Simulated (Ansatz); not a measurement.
# SiAs⁺, triplet: the ladder up to UCCSDT(Q)

Geometry: a PBE0/def2-TZVP stationary point for this spin.

```xyz
2

Si    0.0000    0.0000    0.0000
As    0.0000    0.0000    2.3242
```

Basis cc-pVTZ; Ansatz 0.2.0. Only valence electrons are correlated (noble-gas cores and the filled d shells of p-block atoms frozen), which leaves 8 electrons in 58 orbitals. R marks a restricted (for open shells ROHF) determinant, U an unrestricted one. Active spaces: valence = (8e, 8o) chosen from the atoms' valence shells. No spin–orbit coupling is included, and no scalar relativity.

Full CI isn't at hand for all of this; UCCSDT(Q) serves as the reference, and is uncertain by about the last step of the cluster series. The frozen core follows each run's orbitals, which can shift R against U totals by a few meV for light atoms and by up to 0.1 eV past Ca.

```
UHF ⟨S²⟩                          : 2.073
T1 diagnostic (RCCSD)             : 0.0282
largest doubles amplitude (RCCSD) : 0.062
T1 diagnostic (UCCSD)             : 0.0284
```

| level | E − E(UCCSDT(Q)) (meV) | wall time |
| --- | --- | --- |
| UMP2 | 1183 | – |
| UCCSD | 313 | – |
| UCCSD(T) | 63 | 34 s |
| UCCSDT | 17 | – |

Run but not shown, since their state, orbitals or frozen core can't be matched to the reference's or they repeat it: RHF, UHF, RMP2, CISD, RCCSD, RCCSD(T), BCCD(T), RCCSDT, RCCSDT(Q), CASSCF (valence space), NEVPT2 (valence space), MRCISD (valence space), MRCISD+Q (valence space).

Times hold each run's SCF and search for its determinant on a shared host, so for small cases they say little of a method's own cost; they ran on 1 thread of Intel Xeon 6975P-C.

Natural occupations of CASSCF (valence space) about the gap: 1.990 1.973 1.895 0.997 0.997 0.056 0.056 0.038; effectively unpaired electrons, Σ n²(2−n)², 2.07.
